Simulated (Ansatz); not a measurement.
# CCSD(T) against full CI for several species

Each species is computed at the geometry given (Å), with frozen cores, in Ansatz 0.2.0: RHF-CCSD(T) for singlets, UHF-CCSD(T) otherwise, and full CI in the same basis. The program picks the determinant by trial CCSD, so it needn't be the lowest Hartree–Fock solution. States: CO⁺ Σ⁺ or Δ, PH2 B1, CS Σ⁺ or Δ. Cases whose determinant has another symmetry than full CI's state, or whose (Q) step broke down, weren't drawn.

Q: Judging by size, spin and bonding, rank them by the size of CCSD(T)'s error in total energy against full CI in the same basis, smallest first (an estimate).
A. CS, singlet, 6-31G: C 0.000 0.000 0.000; S 0.000 0.000 1.545
B. CO⁺, doublet, cc-pVDZ: O 0.000 0.000 0.000; C 0.000 0.000 1.106
C. PH$_{2}$, doublet, cc-pV(D+d)Z: P 0.000 0.000 0.060; H 0.000 1.026 -0.921; H 0.000 -1.026 -0.921

A: C (20.6 meV), A (35.4 meV), B (79.6 meV).

| species | basis | correlated electrons | CCSD(T) − full CI (meV) | CCSDT(Q) − full CI (meV) | unpaired electrons (full CI) | T1 | ⟨S²⟩ of the determinant |
| --- | --- | --- | --- | --- | --- | --- | --- |
| PH2, doublet | cc-pV(D+d)Z | 7 | 20.6 | 0.3 | 1.05 | 0.012 | 0.76 |
| CS, singlet | 6-31G | 10 | 35.4 | 3.8 | 0.12 | 0.031 | 0.00 |
| CO⁺, doublet | cc-pVDZ | 9 | 79.6 | -10.4 | 1.11 | 0.050 | 0.95 |

Unpaired electrons are Σ n²(2−n)² over natural occupations; an open shell counts its own unpaired electrons too. Frozen cores follow each run's orbitals, which moves totals by a few meV.
